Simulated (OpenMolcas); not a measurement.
AlSiH4O (SMILES [AlH][O][SiH3]): methods side by side

AlSiH4O has 7 atoms, charge 0, and is taken as a doublet. SMILES: `[AlH][O][SiH3]`. Geometry: relaxed at PBE0-D4/def2-TZVP. This is one conformer, not always the lowest.

Each level gives the vertical electron affinity (to the singlet anion) (eV). The values are calculated.

The electron affinity is E(neutral) − E(anion): positive where the electron is bound.

```tsv
level	kind	program	value (eV)	CPU time (all runs)
UHF/aug-cc-pVDZ	Hartree–Fock	OpenMolcas	-0.14	34 s
U-revPBE/aug-cc-pVDZ	GGA	OpenMolcas	0.86	2 min
UBLYP/aug-cc-pVDZ	GGA	OpenMolcas	0.87	1.9 min
U-r2SCAN/aug-cc-pVDZ	meta-GGA	OpenMolcas	0.77	2.7 min
UTPSS/aug-cc-pVDZ	meta-GGA	OpenMolcas	0.84	3 min
UB3LYP/aug-cc-pVDZ	global hybrid	OpenMolcas	0.96	2 min
UBHLYP/aug-cc-pVDZ	global hybrid	OpenMolcas	0.75	1.8 min
UM06-2X/aug-cc-pVDZ	hybrid meta-GGA	OpenMolcas	0.81	2.9 min
```

Where it was recorded, the anion's HOMO is positive in U-revPBE/aug-cc-pVDZ, UBLYP/aug-cc-pVDZ, U-r2SCAN/aug-cc-pVDZ, UTPSS/aug-cc-pVDZ, UB3LYP/aug-cc-pVDZ, UBHLYP/aug-cc-pVDZ: a fault of the level (basis or self-interaction), which says nothing on whether the real anion is bound. The values span -0.14 to 0.96 eV. CPU times are rough (shared hosts, several kinds of processor and program).
